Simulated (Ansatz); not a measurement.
Four-centre ligand exchange

Start structure (CH8OSi, singlet), relaxed at PBE0-D4/def2-TZVP:

```tsv
atom	x (Å)	y (Å)	z (Å)
Si1	-1.1137	-0.1902	0.1051
H2	-0.7977	-1.3680	-0.7522
H3	-2.4628	-0.4164	0.6932
H4	-1.2085	1.0031	-0.7829
C5	0.1749	0.0501	1.4319
H6	1.3257	-0.5710	-2.0269
O7	1.6845	0.2645	-1.7176
H8	-0.0662	0.9139	2.0555
H9	0.2351	-0.8284	2.0782
H10	1.1500	0.2126	0.9690
H11	1.0787	0.9299	-2.0534
```

The step: CH₆Si ([CH3][SiH3]) + H₂O → CH₆OSi ([CH3][SiH2][OH]) + H₂; bonds formed: Si1–O7, H2–H6; bonds broken: Si1–H2, H6–O7. Ansatz 0.2.0; basis: def2-TZVPP and def2-QZVPP; cores frozen in the correlated methods. Extrapolation: Hartree–Fock as exp(−7.88 √X), correlation as X^−2.97. Energies below are by CCSD(T) at an estimated basis limit (MP2 extrapolated from triple and quadruple zeta, plus CCSD(T) − MP2 in triple zeta).

(1) What are the electronic barrier and the energy of the step, from the start structure to the end structure? (An estimate is asked for; the value comes from the calculation.)

The T1 diagnostic stays at or below 0.012.

## Answers

(1) The calculation gives: Barrier 41.43 kcal/mol; step energy -15.66 kcal/mol (downhill); reverse barrier, their difference, 57.09 kcal/mol. Barrier and step energy count from the start structure, the reverse barrier from the end structure.

The saddle point: One imaginary mode of 1119i cm⁻¹.
```
  pair  start (Å)  saddle (Å)  end (Å)
Si1–O7       3.37        1.89     1.65
 H2–H6       2.60        1.17     0.75
Si1–H2       1.49        1.76     4.36
 H6–O7       0.96        1.11     2.59
```

Zero-point energy (harmonic, PBE0-D4): ZPE is 52.74 kcal/mol at the start and 51.30 kcal/mol at the saddle, so the barrier goes from 41.43 to 39.99 kcal/mol.

Labels in which every atom is bracketed show which atoms are joined, not bond orders.

For scale, one of the runs: CCSD(T)/def2-TZVPP, 216 basis functions, launched by `ansatz run in.yaml --threads 4 --pin off --events-out ev --progress --plain --max-ram 9574MiB`. Time: 14 s of wall clock on 4 CPU threads of an AMD EPYC 9R45; the host was shared. Peak host memory: 3.2 GiB.
